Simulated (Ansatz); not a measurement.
GaH⁻, doublet in aug-cc-pVDZ: errors against full CI

Geometry: that of the GaH⁻, quartet, kept fixed.

```xyz
2

Ga    0.0000    0.0000    0.0000
H     0.0000    0.0000    1.6026
```

Basis aug-cc-pVDZ; Ansatz 0.2.0. Only valence electrons are correlated (noble-gas cores and the filled d shells of p-block atoms frozen), which leaves 5 electrons in 31 orbitals. Prefix R: restricted or restricted open-shell reference; prefix U: unrestricted. Active spaces: valence = (5e, 5o) chosen from the atoms' valence shells. No spin–orbit coupling is included, and no scalar relativity. This anion state lies near or above the neutral species, so the extra electron is weakly bound or unbound and the energies hang on the diffuse functions.

Full CI is exact within this basis and frozen core; it isn't the basis-set limit. The frozen core follows each run's orbitals, which can shift R against U totals by a few meV for light atoms and by up to 0.1 eV past Ca.

```
UHF ⟨S²⟩                          : 0.764
T1 diagnostic (RCCSD)             : 0.0299
largest doubles amplitude (RCCSD) : 0.073
```

| level | E − E(RHF) (eV) |
| --- | --- |
| RMP2 | -1.6923 |
| RCCSD | -2.2575 |
| RCCSD(T) | -2.3147 |

Q: Estimate how far full CI in aug-cc-pVDZ lies from RCCSD(T). The table doesn't fix it; the size of (T) and the diagnostics are the guide.

A: Full CI in aug-cc-pVDZ lies 2.0 kJ/mol below RCCSD(T), which is 37 % of the (T) step (-5.5 kJ/mol). The diagnostics give no warning, yet the rest is a sizeable part of (T).

The other levels:

```json
{"level": "BCCD(T)", "E − E(full CI) (kJ/mol)": "2.0", "share of correlation (%)": "99.12", "wall time": "5.5 s"}
{"level": "RCCSDT", "E − E(full CI) (kJ/mol)": "0.2", "share of correlation (%)": "99.90", "wall time": "–"}
{"level": "RCCSDT(Q)", "E − E(full CI) (kJ/mol)": "0.0", "share of correlation (%)": "99.98", "wall time": "9.5 s"}
{"level": "CASSCF (valence space)", "E − E(full CI) (kJ/mol)": "151.8", "share of correlation (%)": "32.62", "wall time": "–"}
{"level": "NEVPT2 (valence space)", "E − E(full CI) (kJ/mol)": "56.5", "share of correlation (%)": "74.92", "wall time": "2.7 s"}
{"level": "MRCISD (valence space)", "E − E(full CI) (kJ/mol)": "8.6", "share of correlation (%)": "96.19", "wall time": "–"}
{"level": "MRCISD+Q (valence space)", "E − E(full CI) (kJ/mol)": "-0.5", "share of correlation (%)": "100.21", "wall time": "3.1 s"}
```

The correlation energy at full CI, counted from RHF, is -2.336 eV. That run took 16 s on 1 thread of Arm Neoverse V1, shared host over 522,431 determinants.

Run but not shown, since their state, orbitals or frozen core can't be matched to the reference's or they repeat it: UHF, UMP2, UCCSD, UCCSD(T), UCCSDT, UCCSDT(Q).

Times hold each run's SCF and search for its determinant on a shared host, so for small cases they say little of a method's own cost; they ran on 1 thread of Arm Neoverse V1.

The full-CI state has the irrep B1 of C2v, in the program's axes (one component, if the state is degenerate).

Natural occupations of full CI about the gap: 1.947 1.885 0.977 0.053 0.032 0.024 0.018 0.012 0.012 0.009; effectively unpaired electrons, Σ n²(2−n)², 1.08.
